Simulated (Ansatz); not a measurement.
# BClSi: the cost of one run

Program: Ansatz 0.2.0, Gaussian basis. Level of theory: def2-QZVPP, core rule «outside noble gas», up to 11 orbitals frozen. These are calculated values, not measurements.

The runs, in order: UHF; ROHF; CCSD(T) on UHF.

2 further runs of the same task are left out: 2 set aside as unsound or not needed.

### Step 1. What is computed

The geometry is a PBE0/def2-TZVP stationary point (not a proven minimum) of the parent state, kept for this charge and spin.

3 atoms, charge 0, spin multiplicity 5.

Atoms are counted from 1 here; the program's logs count them from 0.

Bond lengths: B1–Si2 1.881 Å, B1–Cl3 1.690 Å. Angles: Si2–B1–Cl3 180.0°.

As a file:

```xyz
3
charge 0, multiplicity 5
B     0.00000    0.00000    0.06370
Si    0.00000    0.00000   -1.81724
Cl    0.00000    0.00000    1.75355
```

### Step 2. UHF

in.yaml

```yaml
crystal:
  periodic: [false, false, false]
  atoms:
    - {symbol: B, position_ang: [0.000000, 0.000000, 0.063696]}
    - {symbol: Si, position_ang: [0.000000, 0.000000, -1.817242]}
    - {symbol: Cl, position_ang: [0.000000, 0.000000, 1.753546]}
basis:
  gaussian: {orbitals: "def2-QZVPP.json"}
magnetization: {spin_polarized: true, initial_magnetization: 4}
hamiltonian: {xc: hf}
output: {orbitals: {seedname: orbitals}}
```

Run with:

```bash
$ ansatz run in.yaml --threads 1 --pin off --events-out ev --progress --plain --max-ram 2393MiB
```

What time and memory should one allow on 1 thread of Arm Neoverse V2, shared host?

About 22 s, with a peak of 0.57 GiB.
